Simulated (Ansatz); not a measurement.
**NO+ (nitrosonium) at B3LYP/6-31G(d) (Cartesian functions)**

What is the vertical singlet–triplet gap of NO+ (nitrosonium) at B3LYP/6-31G* (Cartesian functions)? 

The calculation is run with Ansatz 0.2.0.

1 further run of the same task is left out (set aside as unsound or not needed).

### Step 1. The structure to begin with

The species is NO+ (2 atoms), meant as a singlet with charge +1. As SMILES, `N#[O+]`. The bond length is the measured one.

Bond lengths: N1–O2 1.063 Å.

### Step 2. A single-point energy at B3LYP/6-31G(d) (Cartesian functions)

Contents of molecule.yaml:

```yaml
crystal:
  periodic: [false, false, false]
  atoms:
    - {symbol: N, position_ang: [0.000000, 0.000000, 0.000000]}
    - {symbol: O, position_ang: [0.000000, 0.000000, 1.063220]}
basis:
  gaussian:
    orbitals: "6-31G*"
total_charge: 1
hamiltonian:
  xc: {name: B3LYP}
accuracy: high
output: {orbitals: {seedname: orbitals}}
```

Command:

```console
$ ansatz run molecule.yaml --threads 1 --pin off --max-ram 3480MiB --events-out events.jsonl --progress --plain --runs-dir runs
```

What it wrote:

```text
Warning: RAYON_NUM_THREADS=1 ignored (pool sized by the plan → 1); use --threads N
Functional definition: B3LYP
  name "B3LYP"
  parameter a0 = 0.2
  parameter ax = 0.72
  parameter ac = 0.81
  exchange = (1 - a0 - ax)*slater_x + ax*b88_x + a0*exact_x
  correlation = (1 - ac)*vwn_rpa_c + ac*lyp_c
503 factors; integrals over basis functions are off by at most 3.4e-9 eV
mean field evaluation 1: about -3520.8616 eV, gradient 5.0e1 eV
mean field evaluation 2: about -3504.8647 eV, gradient 1.1e2 eV
mean field evaluation 4: about -3524.6768 eV, gradient 7.4e-1 eV
mean field evaluation 8: about -3524.6769 eV, gradient 4.2e-4 eV
mean field evaluation 16: about -3524.6769 eV, gradient 3.8e-8 eV
mean field -3524.67688069 eV, -129.5294862534 hartree, gradient 3.8e-8 eV, S^2 0.000000; 0 other end points of the search recorded, 0 dependent functions left out
reference -3524.67689640 eV, -129.5294868309 hartree; 7, 7 occupied and 23, 23 virtual orbitals, 503 factors
Total energy: -3524.67689640 eV, -129.5294868309 hartree
```

It took 0.48 s on 1 thread of Arm Neoverse V2, shared host.

### Step 3. The triplet at the same level

Contents of job.yaml:

```yaml
crystal:
  periodic: [false, false, false]
  atoms:
    - {symbol: "N", position_ang: [0.000000, 0.000000, 0.000000]}
    - {symbol: O, position_ang: [0.000000, 0.000000, 1.063220]}
basis:
  gaussian:
    orbitals: "6-31G*"
total_charge: 1
magnetization:
  spin_polarized: true
  initial_magnetization: 2
hamiltonian:
  xc: {name: B3LYP}
accuracy: high
output: {orbitals: {seedname: orbitals}}
```

Command:

```console
$ ansatz run job.yaml --threads 1 --pin off --max-ram 3480MiB --events-out events.jsonl --progress --plain --runs-dir runs
```

What it wrote:

```text
Warning: RAYON_NUM_THREADS=1 ignored (pool sized by the plan → 1); use --threads N
Functional definition: B3LYP
  name "B3LYP"
  parameter a0 = 0.2
  parameter ax = 0.72
  parameter ac = 0.81
  exchange = (1 - a0 - ax)*slater_x + ax*b88_x + a0*exact_x
  correlation = (1 - ac)*vwn_rpa_c + ac*lyp_c
503 factors; integrals over basis functions are off by at most 3.4e-9 eV
mean field evaluation 1: about -3511.3838 eV, gradient 4.2e1 eV
mean field evaluation 2: about -3478.5027 eV, gradient 1.0e2 eV
mean field evaluation 4: about -3517.0481 eV, gradient 1.7e0 eV
mean field evaluation 8: about -3517.0619 eV, gradient 2.0e-1 eV
mean field evaluation 16: about -3517.0627 eV, gradient 7.5e-6 eV
mean field -3517.06272320 eV, -129.2496711267 hartree, gradient 1.7e-8 eV, S^2 2.008843; 1 other end points of the search recorded, 0 dependent functions left out
reference -3517.06273957 eV, -129.2496717284 hartree; 8, 6 occupied and 22, 24 virtual orbitals, 503 factors
Total energy: -3517.06273957 eV, -129.2496717284 hartree
```

Run time: 0.97 s. Hardware: 1 thread of Arm Neoverse V2, shared host; peak memory 0.095 GiB.

### Step 4. Outcome

Level: B3LYP/6-31G* (Cartesian functions).

```
                                        quantity          value
                           singlet: total energy  -129.52949 Eh
                            singlet: HOMO energy      -25.08 eV
                            singlet: LUMO energy      -13.55 eV
                          singlet: HOMO–LUMO gap       11.52 eV
                           triplet: total energy  -129.24967 Eh
     triplet: HOMO energy (highest over α and β)      -17.19 eV
                                   triplet: ⟨S²⟩          2.009
vertical energy of the triplet above the singlet       7.614 eV
```

**Reading.** At this shape the triplet lies 7.61 eV (176 kcal/mol) above the singlet.
